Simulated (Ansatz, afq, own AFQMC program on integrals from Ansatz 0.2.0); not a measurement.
AFQMC on a folder of integrals that Ansatz 0.2.0 wrote.

```yaml
crystal:
  periodic: [false, false, false]
  atoms:
    - {symbol: Ga, position_ang: [0.000000, 0.000000, 0.000000]}
basis:
  gaussian: {orbitals: def2-SVP}
magnetization: {spin_polarized: true, initial_magnetization: 1}
correlation: {method: ccsd_t, electrons: outside_noble_gas, hamiltonian_folder: ham}
```

```sh
$ ansatz run in.yaml --threads 1 --pin off --events-out ev --progress --plain --max-ram 24576MiB --backend cuda --devices 0, --max-vram 18GiB
```

afq runs on the folder ham with

```
--method phaseless --trial cisd --walkers 4000 --populations 20 --least-time 60 --time-step 0.005 --steps-per-block 50 --equilibration-blocks 28 --max-blocks 4000 --target-error 7e-05 --factor-cut 1e-05 --start spin_pure --seed 88 --release-times 0.24,0.5,1,1.5 --release-step 0.02 --release-every 3 --taylor-order 6
```

Times are imaginary, in 1/Eh. The walk had a cap of 122 s. With eight or more populations the least sampling time is a fifth of least-time, and the error comes from their spread. Filled inner d shells are frozen with the cores.

Output of the walk:

```
orbitals 18  electrons 2 1  factors 113 of 221
reference energy -1922.97413503 Eh
CCSD correlation -0.04339676 Eh in 9 cycles, weight of the determinant in the CISD state 0.9466
energy of the start -1923.017516 Eh
 block  time / (1/Eh)  mean weight  energy / Eh
     1     0.250  1.0001  -1923.017551
     2     0.500  0.9999  -1923.017615
     3     0.750  1.0000  -1923.017691
     4     1.000  1.0000  -1923.017758
     5     1.250  1.0000  -1923.017831
     8     2.000  1.0000  -1923.018007
    11     2.750  0.9999  -1923.018139
    14     3.500  1.0000  -1923.018194
    17     4.250  1.0001  -1923.018288
    20     5.000  0.9998  -1923.018353
    23     5.750  1.0001  -1923.018372
    24     6.000  1.0000  -1923.018469
    26     6.500  1.0000  -1923.018353
    29     7.250  0.9999  -1923.018207
    32     8.000  1.0000  -1923.018202
    35     8.750  1.0000  -1923.018284
    38     9.500  1.0000  -1923.018269
    41    10.250  1.0000  -1923.018285
    44    11.000  1.0001  -1923.018215
    47    11.750  1.0000  -1923.018232
    50    12.500  1.0000  -1923.018202
    53    13.250  1.0000  -1923.018236
    56    14.000  0.9998  -1923.018302
    59    14.750  0.9999  -1923.018419
    62    15.500  1.0000  -1923.018302
    65    16.250  0.9999  -1923.018320
    68    17.000  0.9998  -1923.018274
    71    17.750  1.0000  -1923.018069
    74    18.500  1.0000  -1923.018232
    77    19.250  1.0000  -1923.018181
    78    19.500  1.0000  -1923.018165
error from the spread of 20 populations
released: time / (1/Eh)  energy / Eh  error  mean overlap
  0.24  -1923.018269  0.000021  1.0002
  0.50  -1923.018271  0.000016  0.9996
  1.00  -1923.018285  0.000013  0.9999
  1.50  -1923.018296  0.000012  1.0014
energy -1923.018240 +/- 0.000018 Eh
(rows thinned)
```

The run passed its tests (sampling time, drift between the halves within three errors, error under three times the target), which doesn't prove that it has relaxed.

Against this walk (error 0.5 meV) on the same determinant: CCSD(T) 4.6 meV higher, full CI 1.7 meV lower. The error is statistical and leaves out the bias of the constraint. Released to 1.50 1/Eh the energy lies 1.5 ± 0.6 meV (both errors) below the phaseless value, which shows part or all of the bias of the constraint, and full CI lies 0.1 meV below the released value.

Cautions: constraint bias not in the error; no relativity below Rb; no spin-orbit coupling; inner d shell frozen.

The walk took 20 s on 1 × NVIDIA H100 80GB HBM3 with 1 thread of AMD EPYC 7R13 Processor (Zen 3), on a shared host (the card was shared). The log's last line is the phaseless energy.

A walk keeps the symmetry of its determinant, which the program's search chose and which needn't be the lowest solution, so a lower state of the same spin and another symmetry isn't excluded.
